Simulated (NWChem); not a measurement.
## Basis-set convergence for sulfur dioxide (O$_{2}$S)

SMILES: O=S=O
```xyz
3

O      1.2504     0.0000    -0.3713
S      0.0000     0.0000     0.3713
O     -1.2504     0.0000    -0.3713
```
Charge 0, spin multiplicity 1.

The numbers come from NWChem runs, not from measurements. Structure: optimised with PBE0/def2-SVP, a minimum by its harmonic frequencies.

Quantity: LUMO energy at the level PBE0.

The Pople sets run with spherical d functions.

| basis | functions | LUMO energy (eV) |
|---|---|---|
| 3-21G | 31 | -3.30 |
| 6-31G* | 46 | -3.34 |
| 6-311G** | 62 | -3.51 |
| aug-cc-pVDZ | 73 | -3.73 |
| 6-311++G** | 74 | -3.84 |
| def2-TZVP | 99 | -3.56 |
| def2-TZVPP | 104 | -3.56 |
| def2-TZVPD | 126 | -3.69 |
| aug-cc-pVTZ | 142 | -3.71 |
| def2-QZVP | 184 | -3.66 |

Smallest basis within 0.2 eV of def2-QZVP, the largest set run: 6-311G**, with 62 functions against 184 (also within reach: aug-cc-pVDZ, 6-311++G**, def2-TZVP, def2-TZVPP, def2-TZVPD, aug-cc-pVTZ). def2-QZVP isn't the basis-set limit itself, and a small set can land close by cancellation.
